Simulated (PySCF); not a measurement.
Molecule: `NC=O`, CH3NO.

Bonds (- single, = double, # triple, : aromatic): N1-C2 1.354 Å, C2=O3 1.206 Å. N1 carries H4, H5; C2 carries H6. H4 is cis to the C=O or C=S heteroatom; H5 is trans to the C=O or C=S heteroatom.

Geometry PBE0-D3(BJ)/def2-SVP throughout; GIAO in PySCF 2.14, gas phase, one conformer, non-relativistic; equivalent atoms averaged; functional PBE0.

(1) How do the absolute shieldings σ depend on the basis set? (ppm; last column core-seconds on shared hosts with different chips, so compare them loosely)

(2) Which nucleus moves most, in ppm?

(3) Taking the largest basis, pcSseg-3 (315 functions), as the yardstick, rank the others by their worst heavy-atom deviation.

Answers

(1) 
```tsv
basis set	functions	N1	C2	O3	H6	H5	H4	core-s
STO-3G	18	236.5	131.4	-41.8	25.39	28.25	28.48	0.71
6-31G	33	164.0	51.1	-89.2	24.08	28.36	28.62	1.6
pcSseg-0	33	152.7	26.5	-137.2	24.23	28.87	29.04	3.5
6-31G*	48	165.5	48.9	-49.5	23.97	28.12	28.24	1.8
def2-SVP	57	164.8	45.1	-61.9	23.81	27.30	27.38	2
cc-pVDZ	57	167.2	48.1	-63.1	23.55	27.33	27.34	5
pcSseg-1	66	147.7	25.6	-102.1	23.38	26.90	26.91	4.8
aug-cc-pVDZ	96	164.6	40.0	-50.5	22.97	26.78	26.78	9.8
6-311+G(2d,p)	99	149.5	27.7	-77.6	23.21	27.18	27.11	3
def2-TZVP	111	152.4	27.4	-83.3	23.25	27.10	27.17	3.6
cc-pVTZ	132	152.9	29.1	-83.7	23.16	26.78	26.89	9.3
IGLO-III	135	145.5	20.9	-89.4	23.07	26.82	26.85	9.7
pcSseg-2	150	145.8	19.9	-92.3	23.00	26.55	26.59	4.8
pcSseg-3	315	144.9	18.7	-91.3	22.84	26.43	26.48	43
```

(2) C2 (amide carbonyl carbon): from 18.7 ppm with pcSseg-3 to 131.4 ppm with STO-3G. The smallest spread is 2.44 ppm, at H5. Proton shifts span only some 12 ppm, so a few tenths of a ppm matter as much there as several ppm in carbon.

(3) pcSseg-2 1.2 ppm (150 functions), IGLO-III 2.2 ppm (135 functions), def2-TZVP 8.7 ppm (111 functions), cc-pVTZ 10.3 ppm (132 functions), pcSseg-1 10.7 ppm (66 functions), 6-311+G(2d,p) 13.7 ppm (99 functions), cc-pVDZ 29.3 ppm (57 functions), def2-SVP 29.4 ppm (57 functions), 6-31G 32.4 ppm (33 functions), aug-cc-pVDZ 40.9 ppm (96 functions), 6-31G* 41.8 ppm (48 functions), pcSseg-0 45.8 ppm (33 functions), STO-3G 112.6 ppm (18 functions).

A small basis that lands close on one nucleus may do so by chance; judge by the trend and by all nuclei.
